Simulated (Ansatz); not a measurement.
Geometry optimisation, Ansatz 0.2.0, UHF/def2-SVP.

input.yaml

```yaml
crystal:
  periodic: [false, false, false]
  atoms:
    - { symbol: "N", position_ang: [-0.60311, -0.91785, 0.00121] }
    - { symbol: C, position_ang: [0.45375, -0.18985, 0.17738] }
    - { symbol: Na, position_ang: [-1.12808, 2.34652, 0.12511] }
    - { symbol: H, position_ang: [-0.65583, -1.29845, -0.94402] }
    - { symbol: H, position_ang: [1.26926, -0.08247, -0.54453] }
    - { symbol: H, position_ang: [0.664, 0.14211, 1.18486] }
magnetization:
  spin_polarized: true
  initial_magnetization: 1
basis:
  gaussian: { orbitals: def2-SVP }
hamiltonian:
  xc: hf
relax:
  f_tol: 0.02
  max_steps: 50
```

Launched with:

```bash
$ ansatz run input.yaml --threads 1 --pin off --max-ram 2048MiB --backend cpu --events-out ev --progress --plain --runs-dir out
```

Q: Where does it end, and by what steps?

A: The forces met the threshold. After 15 steps the energy has fallen by 0.548 eV; H5 moved furthest, 1.20 Å. Parted: C2–Na3. Joined: N1–Na3.

| step | energy less start (eV) | largest force component (eV/Å) | accepted |
| --- | --- | --- | --- |
| 0 | 0.0000 | 2.076 | yes |
| 1 | 0.1096 | 2.018 | no |
| 2 | -0.0719 | 1.609 | yes |
| 3 | -0.1161 | 1.312 | yes |
| 4 | -0.1788 | 0.697 | yes |
| 5 | -0.2301 | 0.734 | yes |
| 6 | -0.3130 | 0.509 | yes |
| 7 | -0.3579 | 1.807 | yes |
| 8 | -0.4461 | 1.061 | yes |
| 9 | -0.4859 | 0.549 | yes |
| 10 | -0.4993 | 1.228 | yes |
| 11 | -0.5353 | 0.459 | yes |
| 12 | -0.5444 | 0.221 | yes |
| 13 | -0.5476 | 0.121 | yes |
| 14 | -0.5482 | 0.054 | yes |
| 15 | -0.5482 | 0.017 | yes |

```xyz
6
Properties=species:S:1:pos:R:3
N -0.436 -0.035 -0.291
C 0.684 -0.314 0.193
Na -1.901 1.921 0.219
H -0.740 -0.718 -0.969
H 1.262 -1.194 -0.089
H 1.131 0.341 0.938
```

Whether the end is a true minimum wasn't checked by a vibrational analysis.

Run time: 17 s on 1 thread of Arm Neoverse V1, on a shared host, peak memory 0.11 GiB.
